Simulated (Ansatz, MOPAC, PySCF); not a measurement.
System: AlCl3, singlet: umbrella (inversion) coordinate, bond length relaxed. Scanned: angle between the Al-Cl bonds and the threefold axis (90 = planar). Other coordinates (Al-Cl bond length) were minimised at B3LYP/def2-TZVP.

PM6, restricted, heats of formation (MOPAC); RHF/STO-3G = restricted Hartree-Fock/STO-3G run with PySCF; RKS-PBE/cc-pVDZ = restricted PBE/cc-pVDZ (Ansatz, a program for electronic structure).

Energies relative to the lowest point of each profile, in kcal/mol:

```csv
a / °,PM6,RHF/STO-3G
90,0.0,0.0
93,0.5,0.5
96,1.9,2.1
99,4.3,4.7
102,7.6,8.4
105,12.0,13.3
111,23.8,27.1
117,40.0,47.5
120,50.0,60.9
123,61.5,76.9
129,91.6,119.7
132,112.5,148.3
```

Q: Predict the corresponding RKS-PBE/cc-pVDZ column.

A: 90: 0.0; 93: 0.4; 96: 1.6; 99: 3.7; 102: 6.6; 105: 10.4; 111: 20.7; 117: 35.3; 120: 44.6; 123: 55.6; 129: 84.2; 132: 102.8 (kcal/mol).
